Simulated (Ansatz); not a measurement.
# HO2S: the cost of one run

Method: single points in def2-TZVPPD; program: Ansatz 0.2.0, Gaussian basis.

Cores are frozen in the correlated methods.

## 1. Where the work starts

SMILES `[O-]SO`, 4 atoms, charge -1, spin multiplicity 1.

Atoms are counted from 1 here; the program's logs count them from 0.

Bond lengths: O1–S2 1.574 Å, S2–O3 1.793 Å, O3–H4 0.933 Å. Angles: O1–S2–O3 108.3°, S2–O3–H4 110.5°.

As a file:

```xyz
4
charge -1, multiplicity 1
O    -1.3986    0.8640   -0.3981
S    -0.5109    0.3023    0.7734
O     0.6698   -0.8555    0.0794
H     1.3566   -0.3995   -0.3574
```

## 2. PBE-D4/def2-TZVPPD

File run/in.yaml:

```yaml
crystal:
  periodic: [false, false, false]
  atoms:
    - {symbol: O, position_ang: [-1.398577, 0.864047, -0.398114]}
    - {symbol: S, position_ang: [-0.510908, 0.302309, 0.773432]}
    - {symbol: O, position_ang: [0.669808, -0.855514, 0.079430]}
    - {symbol: H, position_ang: [1.356576, -0.399484, -0.357360]}
basis:
  gaussian: {orbitals: "def2-TZVPPD.json"}
total_charge: -1
hamiltonian: {xc: pbe, dispersion: d4}
output: {forces: true}
```

The basis file named in the input lies beside it (Basis Set Exchange, JSON).

Launch:

```console
ansatz run in.yaml --threads 2 --pin off --events-out ev --progress --plain --max-ram 3481MiB
```

What time and memory should one allow on 2 threads of AMD EPYC 7R43, shared host?

About 1.4 s, with a peak of 0.16 GiB.
